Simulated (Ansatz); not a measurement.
# Basis or method: vertical ionisation to the doublet of HAl–PH

HAl–PH, singlet; coordinates (Å): Al 0.000 0.003 1.104; P 0.000 0.045 -1.026; H 0.000 -0.117 2.682; H 0.000 -1.366 -0.688. Quantity: vertical ionisation to the doublet.

Ansatz 0.2.0, basis 6-31G or cc-pVDZ or cc-pVTZ; geometries are PBE0/def2-TZVP minima. Wave-function levels freeze the cores; HF, MP2 and coupled cluster are restricted for singlets and unrestricted otherwise, Kohn–Sham unrestricted where that lies lower. The reference is CCSDT(Q) or full CI (coupled cluster only where its series has nearly closed). Semilocal and hybrid functionals correlate all electrons outside any core potential and usually lie nearer their basis limit than the reference, so part of their error here is the reference's basis and frozen-core error; RPA and the MP2 part of double hybrids freeze the same cores as the reference. None of these values is a measured one. Energies are electronic, without zero-point terms. No spin–orbit coupling and no scalar relativity. The species are chosen: bound, without strong static correlation by their natural occupations or amplitudes, in their lowest spin state as far as vertical gaps and like structures tell, with only the lowest ion state computed, and with a ladder that closes on the reference, so errors are smaller than for species at large; levels whose determinant breaks symmetry or spin markedly are left out.

```json
{"level": "reference", "6-31G (eV)": "7.782 (full CI)", "cc-pVDZ (eV)": "7.837 (CCSDT(Q))", "cc-pVTZ (eV)": "8.033 (CCSDT(Q))"}
{"level": "HF", "6-31G (eV)": "7.038", "cc-pVDZ (eV)": "6.766", "cc-pVTZ (eV)": "6.750"}
{"level": "MP2", "6-31G (eV)": "7.746", "cc-pVDZ (eV)": "7.821", "cc-pVTZ (eV)": "8.025"}
{"level": "CCSD(T)", "6-31G (eV)": "7.775", "cc-pVDZ (eV)": "7.823", "cc-pVTZ (eV)": "8.021"}
{"level": "CCSDT", "6-31G (eV)": "7.780", "cc-pVDZ (eV)": "7.825", "cc-pVTZ (eV)": "8.016"}
{"level": "PBE", "6-31G (eV)": "8.317", "cc-pVDZ (eV)": "8.077", "cc-pVTZ (eV)": "8.088"}
{"level": "PBE0", "6-31G (eV)": "8.244", "cc-pVDZ (eV)": "7.995", "cc-pVTZ (eV)": "7.995"}
{"level": "wB97M-V", "6-31G (eV)": "8.142", "cc-pVDZ (eV)": "7.937", "cc-pVTZ (eV)": "7.963"}
```

From 6-31G to cc-pVTZ the reference moves by 0.251 eV and PBE by -0.229; the step from CCSD(T) to the reference is 0.008 in the first and 0.013 in the last.
